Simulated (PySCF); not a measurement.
Species: `CCC1(F)CC1`. The columns A, B, C and D hold Mulliken, IAO, Hirshfeld and ESP-fitted charges (e) of one PBE0/pcSseg-1 density (PySCF), in a shuffled order. Coordinates in Å (PBE0-D3(BJ)/def2-SVP); the density's dipole moment is (-0.42, -0.95, 1.26) D.

```
atom       x       y       z       A       B       C       D
  C1   1.776  -0.895  -0.232  -0.411  -0.118  -0.282  -0.219
  C2   0.856  -0.012   0.595  -0.261  -0.071  -0.220  -0.090
  C3  -0.288   0.546  -0.202  +0.304  +0.090  +0.099  +0.295
  F4   0.156   1.318  -1.244  -0.319  -0.105  -0.314  -0.217
  C5  -1.529  -0.233  -0.473  -0.313  -0.100  -0.224  -0.272
  C6  -1.565   0.987   0.421  -0.310  -0.099  -0.216  -0.442
  H7   1.238  -1.770  -0.629  +0.135  +0.037  +0.113  +0.048
  H8   2.178  -0.335  -1.089  +0.147  +0.038  +0.127  +0.077
  H9   2.625  -1.260   0.365  +0.139  +0.042  +0.119  +0.070
 H10   1.421   0.835   1.022  +0.141  +0.040  +0.130  +0.054
 H11   0.441  -0.570   1.450  +0.136  +0.045  +0.112  +0.083
 H12  -1.961  -0.133  -1.471  +0.159  +0.051  +0.146  +0.136
 H13  -1.632  -1.224  -0.022  +0.147  +0.050  +0.132  +0.137
 H14  -1.698   0.852   1.498  +0.148  +0.050  +0.132  +0.154
 H15  -2.017   1.892   0.009  +0.160  +0.051  +0.145  +0.188
```

Q: Which column most likely holds the ESP-fitted charges?

A: D. Σ q r misses the density's dipole by 0.03 D (D), 0.67 D (B), 1.00 D (A), 1.31 D (C). Charges fitted to the outside potential are the only set here that is tied to the molecule's multipoles.

Q: And the Hirshfeld charges?

A: B. The mean sizes are 0.066 e (B), 0.165 e (D), 0.167 e (C), 0.215 e (A), and Hirshfeld charges are commonly the smallest of these schemes.

As computed, A = IAO, B = Hirshfeld, C = Mulliken, D = ESP-fitted. Hydrogens on carbon: IAO +0.14 to +0.16, Hirshfeld +0.04 to +0.05, Mulliken +0.11 to +0.15, ESP-fitted +0.05 to +0.19 e.

The IAO scheme counts the electrons in orthogonalised intrinsic atomic orbitals, a minimal basis polarised so that it spans the occupied orbitals exactly. The ESP scheme is a least-squares fit of atom-centred charges to the potential on four shells outside the van der Waals surface, with the total charge fixed.

One conformer (not necessarily the lowest) at the PBE0-D3(BJ)/def2-SVP geometry, without solvent, vibrations or thermal averaging.

Shape of the structure used: `[CH3:1][CH2:2][C:3]1([F:4])[CH2:5][CH2:6]1`: C1–C2–C3–F4 -60°.
